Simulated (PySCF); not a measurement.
**One shape, several levels: H2S (hydrogen sulfide)**

Aim: a comparison of 6 runs (B2PLYP/aug-cc-pVTZ, BHLYP/aug-cc-pVTZ, PBE/aug-cc-pVTZ, SVWN5/aug-cc-pVTZ, revPBE/aug-cc-pVTZ, CCSD(T)/aug-cc-pVTZ) of H2S (hydrogen sulfide). Input form: a Python script.

The calculation is run with PySCF 2.14.0.

4 further runs of the same task are left out: 4 set aside as unsound or not needed.

## Step 1: The system as given

H2S: 3 atoms, total charge 0, spin state singlet. SMILES: `S`. The S1–H3 distance was set to 1.744 Å, away from the relaxed value.

Bond lengths: S1–H2 1.341 Å. A long bond or contact: S1–H3 1.744 Å.

## Step 2: The energy at B2PLYP/aug-cc-pVTZ (run 1)

run.py reads:

```python
from pyscf import gto, dft, mp

mol = gto.M(
    atom='''
S      1.553604    -0.282826     0.829473
H      0.802249     2.132811     0.675460
H     -1.121363    -1.355123    -0.767796
''',
    unit='bohr',
    basis='aug-cc-pvtz',
    verbose=3,
    max_memory=1860,
)

mf = dft.RKS(mol, xc='0.53*HF + 0.47*B88, 0.73*LYP')
mf.conv_tol = 1e-10
mf.grids.level = 5
mf.kernel()
if not mf.converged:
    mf = mf.newton().run(mf.mo_coeff, mf.mo_occ)

pt = mp.MP2(mf, frozen=5).run()
e_final = mf.e_tot + 0.27 * pt.e_corr
print('PT2 part  %.8f' % (0.27 * pt.e_corr))
print('E(%s) = %.9f' % ('B2PLYP', e_final))
```

Launch:

```
$ OMP_NUM_THREADS=1 python run.py
```

Log:

```text
converged SCF energy = -399.172357877013
E(RMP2) = -399.419931034645  E_corr = -0.247573157631536
E(SCS-RMP2) = -399.425837624669  E_corr = -0.253479747655826
PT2 part  -0.06684475
E(B2PLYP) = -399.239202630
```

Run time: 6 s. Hardware: 1 thread of Arm Neoverse V2, shared host; peak memory 0.44 GiB.

## Step 3: The energy at BHLYP/aug-cc-pVTZ (run 2)

input.py reads:

```python
from pyscf import gto, dft

molecule = gto.Mole()
molecule.atom = '''
S      0.822132    -0.149665     0.438938
H      0.424532     1.128635     0.357438
H     -0.593400    -0.717100    -0.406300
'''
molecule.max_memory = 1860
molecule.spin = 0
molecule.basis = 'aug-cc-pvtz'
molecule.verbose = 3
molecule.build()

mf = dft.RKS(molecule)
mf.xc = 'bhandhlyp'
mf.conv_tol = 1e-10
mf.grids.level = 5
mf.kernel()
if not mf.converged:
    mf = mf.newton().run(mf.mo_coeff, mf.mo_occ)

e_tot = mf.e_tot
print('Final energy', e_tot)
```

Launch:

```
$ OMP_NUM_THREADS=1 python input.py
```

Log:

```text
converged SCF energy = -399.360793293087
Final energy -399.36079329308694
```

Wall time 5.7 s (1 thread of Arm Neoverse V2, shared host); peak memory 0.44 GiB.

Runs 3 to 5 aren't shown in full; the table further down has their settings and results.

## Step 4: A single-point energy at CCSD(T)/aug-cc-pVTZ (run 6)

job.py reads:

```python
from pyscf import gto, scf, cc

molecule = gto.M(
    atom='''
S      1.553604    -0.282826     0.829473
H      0.802249     2.132811     0.675460
H     -1.121363    -1.355123    -0.767796
''',
    spin=0,
    charge=0,
    unit='bohr',
    basis='aug-cc-pvtz',
    max_memory=1860,
    verbose=4,
)

hf = scf.RHF(molecule)
hf.conv_tol = 1e-10
hf.kernel()
if not hf.converged:
    hf = hf.newton().run(hf.mo_coeff, hf.mo_occ)

mycc = cc.CCSD(hf, frozen=5)
mycc.kernel()
e_t = mycc.ccsd_t()
energy = mycc.e_tot + e_t
print('E = %.10f Eh' % energy)
```

Launch:

```
$ OMP_NUM_THREADS=1 python job.py
```

Log:

```text
PySCF version 2.14.0

[INPUT] num. atoms = 3
[INPUT] num. electrons = 18
[INPUT] charge = 0
[INPUT] spin (= nelec alpha-beta = 2S) = 0
[INPUT] symmetry False subgroup None
[INPUT] Mole.unit = bohr
[INPUT] Symbol           X                Y                Z      unit          X                Y                Z       unit  Magmom
[INPUT]  1 S      0.822131831594  -0.149665073856   0.438938208673 AA    1.553604000000  -0.282826000000   0.829473000000 Bohr   0.0
[INPUT]  2 H      0.424531888283   1.128634976399   0.357438038888 AA    0.802249000000   2.132811000000   0.675460000000 Bohr   0.0
[INPUT]  3 H     -0.593399744769  -0.717100209594  -0.406300145836 AA   -1.121363000000  -1.355123000000  -0.767796000000 Bohr   0.0

nuclear repulsion = 11.4049363432321
number of shells = 31
number of NR pGTOs = 125
number of NR cGTOs = 96
basis = aug-cc-pvtz
ecp = {}

[... 39 lines left out ...]
converged SCF energy = -398.664138972652
[... 1 line left out ...]
******** <class 'pyscf.cc.ccsd.CCSD'> ********
CC2 = 0
CCSD nocc = 4, nmo = 91
frozen orbitals 5
max_cycle = 50
direct = 0
conv_tol = 1e-07
conv_tol_normt = 1e-05
diis_space = 6
diis_start_cycle = 0
diis_start_energy_diff = 1e+09
Init t2, MP2 energy = -398.863484119343  E_corr(MP2) -0.199345146690676
Init E_corr(CCSD) = -0.199345146690783
cycle = 1  E_corr(CCSD) = -0.216930219462964  dE = -0.0175850728  norm(t1,t2) = 0.0424645
cycle = 2  E_corr(CCSD) = -0.22270098139552  dE = -0.00577076193  norm(t1,t2) = 0.0164712
cycle = 3  E_corr(CCSD) = -0.225370892798279  dE = -0.0026699114  norm(t1,t2) = 0.00761399
cycle = 4  E_corr(CCSD) = -0.225625188249206  dE = -0.000254295451  norm(t1,t2) = 0.00162143
cycle = 5  E_corr(CCSD) = -0.225518447359742  dE = 0.000106740889  norm(t1,t2) = 0.000618569
cycle = 6  E_corr(CCSD) = -0.225519117769041  dE = -6.70409299e-07  norm(t1,t2) = 0.000199919
cycle = 7  E_corr(CCSD) = -0.22552341871819  dE = -4.30094915e-06  norm(t1,t2) = 8.08653e-05
cycle = 8  E_corr(CCSD) = -0.225523185880738  dE = 2.32837451e-07  norm(t1,t2) = 2.34825e-05
cycle = 9  E_corr(CCSD) = -0.225522861131419  dE = 3.2474932e-07  norm(t1,t2) = 9.0652e-06
cycle = 10  E_corr(CCSD) = -0.225522782861341  dE = 7.82700775e-08  norm(t1,t2) = 2.50007e-06
CCSD converged
E(CCSD) = -398.8896617555137  E_corr = -0.2255227828613412
CCSD(T) correction = -0.00979338858455178
E = -398.8994551441 Eh
```

Run time: 12 s. Hardware: 1 thread of Arm Neoverse V2, shared host; peak memory 0.48 GiB.

## Step 5: The series

| run | level | frozen core orbitals | integration grid | energy (Eh) | dipole moment (D) of the reference | HOMO energy (eV) | LUMO energy (eV) | wall time |
| --- | --- | --- | --- | --- | --- | --- | --- | --- |
| 1 | B2PLYP/aug-cc-pVTZ | 5 | 5 | -399.239203 | 1.00 | -8.63 | -0.77 | 6 s |
| 2 | BHLYP/aug-cc-pVTZ | – | 5 | -399.360793 | 1.01 | -8.67 | -1.02 | 5.7 s |
| 3 | PBE/aug-cc-pVTZ | – | 5 | -399.195147 | 0.97 | -6.25 | -2.80 | 5.4 s |
| 4 | SVWN5/aug-cc-pVTZ | – | 5 | -397.980076 | 1.06 | -6.32 | -2.86 | 3.9 s |
| 5 | revPBE/aug-cc-pVTZ | – | 5 | -399.301244 | 0.95 | -6.23 | -2.77 | 5.4 s |
| 6 | CCSD(T)/aug-cc-pVTZ | 5 | – | -398.899455 | 1.05 | -10.51 | 0.59 | 12 s |

## Step 6: Results

| quantity | value |
| --- | --- |
| run 6: total energy | -398.89946 Eh |
| run 6: dipole moment (Hartree–Fock density) | 1.05 D |
| run 6: HOMO energy (Hartree–Fock orbitals) | -10.51 eV |
| run 6: LUMO energy (Hartree–Fock orbitals) | 0.59 eV |
| run 6: HOMO–LUMO gap (Hartree–Fock orbitals) | 11.10 eV |
| run 6: correlation energy (5 core orbitals frozen) | -235.3 mEh |
| run 6: (T) correction | -9.79 mEh |
| run 6: T1 diagnostic | 0.012 |

Over runs 1, 2, 3, 4, 5 the dipole moment (its size) runs from 0.95 D (revPBE/aug-cc-pVTZ) to 1.06 D (SVWN5/aug-cc-pVTZ). Over runs 1, 2, 3, 4, 5 the HOMO–LUMO gap runs from 3.45 eV (revPBE/aug-cc-pVTZ) to 7.85 eV (B2PLYP/aug-cc-pVTZ). A double hybrid's value is that of its SCF part. Totals of different functionals can't be ranked against each other. All runs together took 38 s, the longest 12 s.
